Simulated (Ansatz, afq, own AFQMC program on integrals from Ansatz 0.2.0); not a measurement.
Integrals from Ansatz 0.2.0, then the random walk in our own AFQMC program (afq).

```yaml
crystal:
  periodic: [false, false, false]
  atoms:
    - {symbol: Zr, position_ang: [0.000000, 0.000000, 0.000000]}
    - {symbol: S, position_ang: [0.000000, 0.000000, 2.182917]}
basis:
  gaussian: {orbitals: def2-SVP}
total_charge: 1
magnetization: {spin_polarized: false, initial_magnetization: 1}
correlation: {method: ccsd_t, electrons: outside_noble_gas, hamiltonian_folder: ham}
```

```sh
$ ansatz run in.yaml --threads 1 --pin off --events-out ev --progress --plain --max-ram 16896MiB --backend cuda --devices 0, --max-vram 18GiB
```

Options of the walk:

```
--method phaseless --trial hf --walkers 4000 --populations 20 --least-time 40 --time-step 0.005 --steps-per-block 20 --equilibration-blocks 160 --max-blocks 4000 --target-error 0.0009000 --factor-cut 1e-05 --start spin_pure --seed 7510 --taylor-order 6
```

Times are imaginary, in 1/Eh. The walk had a cap of 50 s. With eight or more populations the least sampling time is a fifth of least-time, and the error comes from their spread. Core potentials past Kr, no spin–orbit coupling.

afq prints:

```
orbitals 40  electrons 5 4  factors 327 of 488
reference energy -443.67503414 Eh
CCSD correlation -0.20165491 Eh in 15 cycles, weight of the determinant in the CISD state 0.8571
energy of the start -443.675034 Eh
 block  time / (1/Eh)  mean weight  energy / Eh
     1     0.100  1.0008  -443.710902
     2     0.200  1.0012  -443.738589
     3     0.300  1.0013  -443.761498
     4     0.400  1.0012  -443.779694
     5     0.500  1.0008  -443.795775
     8     0.800  1.0007  -443.828329
    15     1.500  1.0007  -443.866619
    57     5.700  0.9999  -443.895941
    99     9.900  0.9999  -443.894985
   141    14.100  0.9997  -443.888012
   183    18.300  0.9997  -443.900013
   225    22.500  0.9996  -443.892495
   267    26.700  1.0001  -443.903465
   309    30.900  1.0000  -443.891743
   337    33.700  0.9998  -443.885521
   351    35.100  1.0001  -443.893243
   393    39.300  1.0000  -443.893096
   435    43.500  0.9999  -443.893153
   477    47.700  1.0001  -443.898146
   519    51.900  1.0001  -443.895013
   561    56.100  1.0002  -443.898955
   575    57.500  1.0002  -443.890794
error from the spread of 20 populations
energy -443.894470 +/- 0.000877 Eh
(rows thinned)
```

The run passed its tests (sampling time, drift between the halves within three errors, error under three times the target), which doesn't prove that it has relaxed, ending at its cap on processor time.

Against this walk (error 23.9 meV) on the same determinant: CCSD(T) 29.1 meV higher (within the noise), CCSDT(Q) 30.6 meV higher (within the noise), a separate phaseless walk with a CISD trial and standard settings 52.3 ± 24.2 meV higher. The error is statistical and leaves out the bias of the constraint.

Cautions: constraint bias not in the error; no spin-orbit coupling; outer-core shells of the metal frozen; a spin-contaminated unrestricted determinant lies lower (UHF 121 meV lower, ⟨S²⟩ 0.92); raised T1 diagnostic (T1 0.045, weight of the determinant 0.86, largest double 0.06); (T) is large, 8 % of the CCSD correlation; CCSDT(Q) on the UHF determinant differs (95 meV lower), by its state or its frozen core.

The walk took 50 s on 1 × NVIDIA H100 80GB HBM3 with 2 threads of AMD EPYC 7R13 Processor (Zen 3), with other jobs on the host (the card was shared). The log's last line is the phaseless energy.

CCSDT and higher add their correlation energy to the determinant of the CCSD(T) run, since their own runs factorise the integrals more tightly (a shift of under 2 meV). A walk keeps the symmetry of its determinant, which the program's search chose and which needn't be the lowest solution, so a lower state of the same spin and another symmetry isn't excluded.
